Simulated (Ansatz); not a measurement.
## One elementary step

Start structure (CH7ClSi, closed shell), relaxed at PBE0-D4/def2-TZVP:

| atom | x (Å) | y (Å) | z (Å) |
| --- | --- | --- | --- |
| Si1 | -0.4087 | -0.9594 | -0.3785 |
| Cl2 | 1.5384 | -1.3771 | -0.9204 |
| H3 | -1.2874 | -1.7827 | -1.2448 |
| H4 | -0.5705 | -1.3806 | 1.0342 |
| C5 | -0.7394 | 0.8544 | -0.5955 |
| H6 | 2.0758 | 0.2807 | 1.7222 |
| H7 | 1.8262 | 0.6834 | 2.2996 |
| H8 | -0.0714 | 1.4462 | 0.0334 |
| H9 | -1.7714 | 1.0824 | -0.3145 |
| H10 | -0.5915 | 1.1527 | -1.6354 |

The step: CH₅ClSi ([CH3][SiH2][Cl]) + H₂ → CH₆Si ([CH3][SiH3]) + HCl; bonds formed: Si1–H7, Cl2–H6; bonds broken: Si1–Cl2, H6–H7. Program: Ansatz 0.2.0. Basis: def2-TZVPP and def2-QZVPP. Cores are frozen in the correlated methods. Extrapolation: Hartree–Fock as exp(−7.88 √X), correlation as X^−2.97. Energies below are by CCSD(T) at an estimated basis limit (MP2 extrapolated from triple and quadruple zeta, plus CCSD(T) − MP2 in triple zeta).

What are the electronic barrier and the energy of the step, from the start structure to the end structure? (Judge from chemistry; the value comes from the calculation.)

By the calculation: Barrier 55.14 kcal/mol; step energy 18.69 kcal/mol (uphill); reverse barrier, their difference, 36.46 kcal/mol. Barrier and step energy count from the start structure, the reverse barrier from the end structure.

The saddle point: One imaginary mode of 774i cm⁻¹.
```
   pair  start (Å)  saddle (Å)  end (Å)
 Si1–H7       3.86        1.72     1.50
 Cl2–H6       3.17        1.75     1.29
Si1–Cl2       2.06        2.54     4.12
  H6–H7       0.75        0.89     1.89
```

Zero-point energy (harmonic, PBE0-D4): ZPE is 41.87 kcal/mol at the start and 43.43 kcal/mol at the saddle, so the barrier goes from 55.14 to 56.70 kcal/mol.

T1 diagnostic: at most 0.011.

Labels in which every atom is bracketed show which atoms are joined, not bond orders.

For scale, one of the runs: CCSD(T)/def2-TZVPP, 213 basis functions, launched by `ansatz run in.yaml --threads 4 --pin off --events-out ev --progress --plain --max-ram 9574MiB`. The run took 29 s on 4 CPU threads of an Arm Neoverse V2 (shared host), with 2.8 GiB of host memory at its peak.
